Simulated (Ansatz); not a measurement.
`[SiH3]OP` + `N=C=O` → `O=C=NP` + silanol at 298.15 K and 1 bar (ligand exchange at a P–O bond).

Computed with Ansatz on PBE0-D4/def2-TZVP structures; ΔE is electronic, products minus reactants. CCSD(T)/CBS is the MP2 limit (def2-TZVPP, def2-QZVPP) plus CCSD(T) − MP2 in def2-TZVPP, frozen cores. This one scheme is used for every species. One conformer a species, not always the lowest.

```
   species  CCSD(T)/CBS energy (Eh)  H − E (kJ/mol)  S (J/(mol·K))
`[SiH3]OP`               -708.22479           141.5          324.8
   `N=C=O`               -168.51995            67.5          238.3
  `O=C=NP`               -510.05485            97.4          299.6
 `O[SiH3]`               -366.69042           113.6          257.8
```

H − E and S are ideal-gas, rigid-rotor, harmonic terms from PBE0-D4/def2-TZVP, for one conformer and one mirror image of each species. 1 Eh = 2625.50 kJ/mol, R = 8.31446 J/(mol·K).

Question: By hand: ΔE, ΔH, ΔS and ΔG.

Answer: ΔE = (-510.05485) + (-366.69042) − (-708.22479) − (-168.51995) = -0.00053 Eh = -1.4 kJ/mol. Δ(H − E) = 97.4 + 113.6 − 141.5 − 67.5 = 2.0, so ΔH = 0.6 kJ/mol. ΔS = 299.6 + 257.8 − 324.8 − 238.3 = -5.7 J/(mol·K). ΔG = 0.6 − 298.15 × (-5.7)/1000 = 2.3 kJ/mol.

Question: By hand: the equilibrium constant, and the temperature at which ΔG would vanish if ΔH and ΔS stayed fixed.

Answer: log₁₀ K = −ΔG/(RT ln 10) = -0.4. ΔH and −TΔS have one sign here, so there is no such temperature. One of them is within its doubt of zero, so this could turn.

TΔS isn't small against ΔH here. The sign of ΔG lies within the doubt. A doubt of 5 kJ/mol in ΔE shifts log₁₀ K by 0.9 here. Other conformers and mirror images would add mixing entropy, several J/(mol·K) or more a flexible species. Modes under 60 cm⁻¹, often nearly free rotors, make the harmonic entropy too high. These are equilibria of isolated gas molecules and say nothing of rates. Largest T1 diagnostic: 0.018 (customary marks: 0.02 for closed shells, 0.045 for open ones).
